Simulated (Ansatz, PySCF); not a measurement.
diphosphorus anion (P2), SMILES P#P (connectivity only; charge and spin as stated), charge -1, multiplicity 2. Atoms are numbered in the order given.

```xyz
2

P      0.0000     0.0000    -0.9869
P      0.0000     0.0000     0.9869
```
Charge -1, spin multiplicity 2.

Geometry optimised at r2SCAN-D4/def2-TZVPD. The multiplicity is an assumed one; other spin states were not compared.

Two levels are set side by side: PBE-D3(BJ)/def2-TZVPD (Ansatz, a quantum-chemistry and plane-wave program) and r2SCAN-D4/def2-TZVPD (Ansatz). Each level has its own optimised geometry; the coordinates shown are those of the second. Frequencies come from the Hessian of PySCF at each geometry. Differences are taken from unrounded values.

```csv
quantity,r2SCAN-D4,PBE-D3(BJ),PBE-D3(BJ) minus r2SCAN-D4
bond P1–P2 (Å),1.974,1.988,0.015
highest harmonic wavenumber (cm⁻¹),687,663,-24
mean harmonic wavenumber (cm⁻¹),687,663,-24
zero-point energy (kcal/mol),0.98,0.95,-0.03
```
